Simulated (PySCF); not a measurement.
# Solver options tried on PH⁺

The same problem is solved with other solver options, one edit a run.

The runs use PySCF 2.14.0; each script names its method and basis.

2 further runs of the same task are left out: 2 that didn't finish.

**1. The starting structure**

PH⁺: 2 atoms, charge 1, spin multiplicity 2.

Bond lengths: P1–H2 1.337 Å.

**2. The run that the others are compared with**

Input file input.py:

```python
from pyscf import gto, scf, mcscf

mol = gto.M(
    atom='P 0 0 0; H 0 0 1.337',
    basis='jorge-dzp-dkh',
    charge=1,
    spin=1,
    verbose=4,
)
mf = scf.ROHF(mol)
mf = mf.sfx2c1e()
mf.kernel()
mc = mcscf.CASSCF(mf, 5, 5)
mc.kernel()
mc.analyze()
mf.dip_moment()
print('orbital energies (hartree):', mf.mo_energy[..., max(0, mol.nelec[1]-3):mol.nelec[0]+3].round(4))
```

Run with:

```sh
$ OMP_NUM_THREADS=1 python input.py
```

The log of this run is left out.

It gives: E(SCF) = -341.734439 Eh, 7 cycles, E(CAS) − E(SCF) = -0.03638 Eh.

The bond length is a typed value, not an optimised one. The dipole of an ion depends on the origin.

**3. DIIS space 12**

Edit 1 changes DIIS space: default → 12.

Input file input.py:

```python
from pyscf import gto, scf, mcscf

mol = gto.M(
    atom='P 0 0 0; H 0 0 1.337',
    basis='jorge-dzp-dkh',
    charge=1,
    spin=1,
    verbose=4,
)
mf = scf.ROHF(mol)
mf = mf.sfx2c1e()
mf.diis_space = 12
mf.kernel()
mc = mcscf.CASSCF(mf, 5, 5)
mc.kernel()
mc.analyze()
mf.dip_moment()
print('orbital energies (hartree):', mf.mo_energy[..., max(0, mol.nelec[1]-3):mol.nelec[0]+3].round(4))
```

Run with:

```sh
$ OMP_NUM_THREADS=1 python input.py
```

**4. Cycle limit 200**

Edit 2 changes cycle limit: 50 → 200.

Edit input.py of step 2 so:

```diff
@@ -11,2 +11,3 @@
 mf = mf.sfx2c1e()
+mf.max_cycle = 200
 mf.kernel()
```

**5. Initial guess 1e**

Edit 3 changes initial guess: minao → 1e.

Edit input.py of step 2 so:

```diff
@@ -11,2 +11,3 @@
 mf = mf.sfx2c1e()
+mf.init_guess = '1e'
 mf.kernel()
```

**6. Level shift -0.2 hartree**

Edit 4 changes level shift: none → -0.2 hartree.

Edit input.py of step 2 so:

```diff
@@ -11,2 +11,3 @@
 mf = mf.sfx2c1e()
+mf.level_shift = -0.2
 mf.kernel()
```

**7. DIIS space off**

Edit 5 changes DIIS space: default → off.

Edit input.py of step 2 so:

```diff
@@ -11,2 +11,3 @@
 mf = mf.sfx2c1e()
+mf.diis = False
 mf.kernel()
```

**8. Smearing width 0.05 hartree**

Edit 6 changes smearing width: none → 0.05 hartree; step after the SCF: casscf → none.

Edit input.py of step 2 so:

```diff
@@ -1,2 +1,2 @@
-from pyscf import gto, scf, mcscf
+from pyscf import gto, scf
 
@@ -11,6 +11,4 @@
 mf = mf.sfx2c1e()
+mf = scf.addons.smearing_(mf, sigma=0.05, method='fermi')
 mf.kernel()
-mc = mcscf.CASSCF(mf, 5, 5)
-mc.kernel()
-mc.analyze()
 mf.dip_moment()
```

**Question.** What will these runs give? Wanted: for each run, E(SCF); from base; after the SCF.

As calculated:

| run | E(SCF) (hartree) | from base (eV) | cycles | after the SCF |
| --- | --- | --- | --- | --- |
| base | -341.734439 | 0 | 7 | CASSCF correlation -0.990 eV |
| DIIS space 12 | -341.734439 | 0.0000 | 7 | CASSCF correlation -0.990 eV |
| cycle limit 200 | -341.734439 | 0.0000 | 7 | CASSCF correlation -0.990 eV |
| initial guess 1e | -341.734439 | 0.0000 | 8 | CASSCF correlation -0.990 eV |
| level shift -0.2 hartree | -341.734439 | 0.0000 | 9 | CASSCF correlation -0.990 eV |
| DIIS space off | -341.734439 | 0.0000 | 9 | CASSCF correlation -0.990 eV |
| smearing width 0.05 hartree (poor choice) | -341.585735 | not comparable | 10 | n/a |

Distance from each run's final energy (log10 hartree) by cycle:

| run | cycle 1 | cycle 2 | cycle 3 | cycle 5 | cycle 8 | cycle 12 |
| --- | --- | --- | --- | --- | --- | --- |
| base | -1.3 | -3.2 | -4.3 | -7.1 | done | done |
| DIIS space 12 | -1.3 | -3.2 | -4.3 | -7.1 | done | done |
| cycle limit 200 | -1.3 | -3.2 | -4.3 | -7.1 | done | done |
| initial guess 1e | 0.5 | -0.7 | -2.8 | -6.1 | -10.9 | done |
| level shift -0.2 hartree | -1.4 | -2.7 | -3.9 | -6.5 | -9.8 | done |
| DIIS space off | -1.3 | -3.2 | -4.4 | -6.5 | -9.5 | done |
| smearing width 0.05 hartree (poor choice) | -1.1 | -2.6 | -3.6 | -6.0 | -7.8 | done |

**Reading.** No change of the SCF energy comes from DIIS space 12 or cycle limit 200 or initial guess 1e or level shift -0.2 hartree or DIIS space off. With DIIS space 12, cycle limit 200, initial guess 1e, level shift -0.2 hartree the path hardly changes: 7 to 9 cycles against 7. The cycles with DIIS space 12 repeat those of the base digit for digit, so the setting never acted. Rows marked «poor choice» come from settings spoiled on purpose.
